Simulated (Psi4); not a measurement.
# BH3 (borane): BHLYP/def2-TZVPPD

Aim: the energy change on altering one bond length of BH3 (borane) at BHLYP/def2-TZVPPD, from 2 runs. 

The results are computed with Psi4 1.11.

### 1 The molecule

BH3 has 4 atoms, charge 0, and is taken as a singlet. SMILES: `B`. Geometry: relaxed at PBE0-D4/def2-TZVP.

Bond lengths: B1–H2 1.193 Å, B1–H3 1.193 Å, B1–H4 1.193 Å. Angles: H2–B1–H3 120.0°, H2–B1–H4 120.0°, H3–B1–H4 120.0°.

### 2 Energy and forces at BHLYP/def2-TZVPPD

Contents of run.py:

```python
import psi4

psi4.set_memory('1600 MB')
psi4.set_num_threads(1)
psi4.core.set_output_file('psi4.out', False)

mol = psi4.geometry("""
0 1
B      0.02626719    -0.02853486    -0.00963760
H      1.85608900     0.72130846     1.07487622
H     -0.52194236    -2.21438107     0.08125822
H     -1.25553404     1.40765699    -1.18466931
units au
symmetry c1
no_reorient
no_com
""")

psi4.set_options({
    'puream': True,
    'e_convergence': 1e-09,
    'd_convergence': 1e-08,
    'scf_type': 'pk',
    'dft_radial_points': 99,
    'dft_spherical_points': 590,
})

energy_value, wavefunction = psi4.gradient('bhhlyp/def2-TZVPPD', molecule=mol, return_wfn=True)
psi4.oeprop(wavefunction, 'MULLIKEN_CHARGES', 'QUADRUPOLE', 'DIPOLE', title='BHHLYP')
print('gradient / Eh bohr^-1')
print(energy_value.np.round(6))
print(f'energy = {wavefunction.energy():.10f} Eh')
```

Run with:

```sh
$ python run.py
```

psi4.out:

```text
[...]
  Running in c1 symmetry.
[...]
  Nuclear repulsion =    7.418838237178044
[...]
  Multiplicity = 1
[...]
  Nalpha       = 4
  Nbeta        = 4
[...]
    Number of basis functions: 88
[...]
   @RKS iter   1:   -26.57793753276308   -6.01044e-01   2.10247e-03 ADIIS/DIIS
[...]
   @RKS iter   7:   -26.60116981421881   -3.60245e-12   1.35558e-09 DIIS
[...]
    Orbital Energies [Eh]
    ---------------------
    Doubly Occupied:
       1A     -7.095902     2A     -0.594668     3A     -0.416708
       4A     -0.416698
[...]
  @RKS Final Energy:   -26.60116981421881
   => Energetics <=
    Nuclear Repulsion Energy =              7.4188382371780444
    One-Electron Energy =                 -49.0753877336619979
    Two-Electron Energy =                  17.7197419064548747
    DFT Exchange-Correlation Energy =      -2.6643622241897309
    Empirical Dispersion Energy =           0.0000000000000000
    VV10 Nonlocal Energy =                  0.0000000000000000
    Total Energy =                        -26.6011698142188102
[...]
  -Total Gradient:
     Atom            X                  Y                   Z
    ------   -----------------  -----------------  -----------------
       1        0.000001027456     0.000001688210    -0.000023577655
       2        0.004458115829     0.001835175007     0.002648046835
       3       -0.001342279149    -0.005332877638     0.000226032410
       4       -0.003116855244     0.003496008536    -0.002850494254
[...]
 Multipole Moments:
 ------------------------------------------------------------------------------------
     Multipole            Electronic (a.u.)      Nuclear  (a.u.)        Total (a.u.)
 ------------------------------------------------------------------------------------
 L = 1.  Multiply by 2.5417464519 to convert [e a0] to [Debye]
 Dipole X            :         -0.2099234            0.2099486            0.0000251
 Dipole Y            :          0.2280773           -0.2280899           -0.0000126
 Dipole Z            :          0.0766590           -0.0767229           -0.0000639
 Magnitude           :                                                    0.0000698
 L = 2.  Multiply by 1.3450342976 to convert [e a0^2] to [Debye ang]
 Quadrupole XX       :        -11.7580474            5.2973058           -6.4607417
 Quadrupole XY       :         -0.8798495            0.7234831           -0.1563664
[...]
  Mulliken Charges: (a.u.)
   Center  Symbol    Alpha    Beta     Spin     Total
       1     B     2.51333  2.51333  0.00000 -0.02667
       2     H     0.49556  0.49556  0.00000  0.00888
       3     H     0.49556  0.49556  0.00000  0.00888
       4     H     0.49555  0.49555  0.00000  0.00891
   Total alpha =  4.00000, Total beta =  4.00000, Total charge = -0.00000
```

On the terminal:

```text
gradient / Eh bohr^-1
[[ 1.000e-06  2.000e-06 -2.400e-05]
 [ 4.458e-03  1.835e-03  2.648e-03]
 [-1.342e-03 -5.333e-03  2.260e-04]
 [-3.117e-03  3.496e-03 -2.850e-03]]
energy = -26.6011698142 Eh
```

Run time: 9 s. Hardware: 1 thread of Intel Xeon 6975P-C (Granite Rapids), shared host; peak memory 0.89 GiB.

### 3 The distorted shape: the energy at BHLYP/def2-TZVPPD

Contents of bh3.json:

```json
{
 "schema_name": "qcschema_input",
 "schema_version": 1,
 "molecule": {
  "schema_name": "qcschema_molecule",
  "schema_version": 2,
  "symbols": ["B", "H", "H", "H"],
  "geometry": [0.30035307, 1.06431454, -0.05508174, 2.13017488, 1.81415787, 1.02943209, -0.52194236, -2.21438107, 0.08125822, -0.98144816, 2.5005064, -1.23011344],
  "molecular_charge": 0,
  "molecular_multiplicity": 1,
  "fix_symmetry": "c1"
 },
 "driver": "energy",
 "model": {
  "method": "bhhlyp",
  "basis": "def2-TZVPPD"
 },
 "keywords": {
  "puream": true,
  "e_convergence": 1e-09,
  "d_convergence": 1e-08,
  "scf_type": "pk",
  "dft_radial_points": 99,
  "dft_spherical_points": 590
 }
}
```

Run with:

```sh
$ psi4 --qcschema bh3.json -n 1 --memory 1600MB
```

stdout:

```text
[...]
  Running in c1 symmetry.
[...]
  Nuclear repulsion =    6.574802649345302
[...]
  Multiplicity = 1
[...]
  Nalpha       = 4
  Nbeta        = 4
[...]
    Number of basis functions: 88
[...]
   @RKS iter   1:   -26.50885132665611   -6.31999e-01   1.75675e-03 ADIIS/DIIS
[...]
   @RKS iter   8:   -26.52811246897429   -4.13536e-12   2.28456e-09 DIIS
[...]
    Orbital Energies [Eh]
    ---------------------
    Doubly Occupied:
       1A     -7.155019     2A     -0.590085     3A     -0.438004
       4A     -0.346400
[...]
  @RKS Final Energy:   -26.52811246897429
   => Energetics <=
    Nuclear Repulsion Energy =              6.5748026493453020
    One-Electron Energy =                 -47.2763271260425029
    Two-Electron Energy =                  16.7726067315037426
    DFT Exchange-Correlation Energy =      -2.5991947237808342
    Empirical Dispersion Energy =           0.0000000000000000
    VV10 Nonlocal Energy =                  0.0000000000000000
    Total Energy =                        -26.5281124689742924
[...]
 Multipole Moments:
 ------------------------------------------------------------------------------------
     Multipole            Electronic (a.u.)      Nuclear  (a.u.)        Total (a.u.)
 ------------------------------------------------------------------------------------
 L = 1.  Multiply by 2.5417464519 to convert [e a0] to [Debye]
 Dipole X            :          0.2151808           -0.1166889            0.0984919
 Dipole Y            :          0.8575233           -0.4648672            0.3926561
 Dipole Z            :         -0.0358651            0.0194948           -0.0163703
 Magnitude           :                                                    0.4051511
[...]
```

The result, in JSON:

```text
{
 "driver": "energy",
 "model": {
  "method": "bhhlyp",
  "basis": "def2-TZVPPD"
 },
 "success": true,
 "return_result": -26.528112468974292,
 "properties": {
  "calcinfo_nbasis": 88,
  "calcinfo_nmo": 88,
  "calcinfo_nalpha": 4,
  "calcinfo_nbeta": 4,
  "calcinfo_natom": 4,
  "nuclear_repulsion_energy": 6.574802649345302,
  "return_energy": -26.528112468974292,
  "scf_one_electron_energy": -47.2763271260425,
  "scf_two_electron_energy": 16.772606731503743,
  "scf_xc_energy": -2.599194723780834,
  "scf_dipole_moment": [0.09849186111683184, 0.3926560758355233, -0.01637033072594303],
  "scf_total_energy": -26.528112468974292,
  "scf_iterations": 8
 }
}
```

Wall time 6.6 s (1 thread of Intel Xeon 6975P-C (Granite Rapids), shared host); peak memory 0.88 GiB.

### 4 What came out

Level: BHLYP/def2-TZVPPD.

| quantity | value |
| --- | --- |
| first shape: total energy | -26.60117 Eh |
| first shape: dipole moment | 0.00 D |
| first shape: HOMO energy | -11.34 eV |
| first shape: LUMO energy | -0.92 eV |
| first shape: HOMO–LUMO gap | 10.42 eV |
| first shape: largest force on an atom | 0.283 eV/Å |
| distorted shape: total energy | -26.52811 Eh |
| distorted shape: dipole moment | 1.03 D |
| distorted shape: HOMO energy | -9.43 eV |
| distorted shape: LUMO energy | -1.23 eV |
| distorted shape: HOMO–LUMO gap | 8.19 eV |
| energy change with the B1–H3 bond stretched from 1.193 to 1.790 Å | 1.988 eV |

**Reading.** With the B1–H3 bond stretched from 1.193 to 1.790 Å the energy rises by 1.99 eV (192 kJ/mol). The first shape isn't relaxed at this level, so the change isn't measured from a minimum. The largest force (first shape) is 0.28 eV/Å: the shape isn't a stationary point for this species at this level.
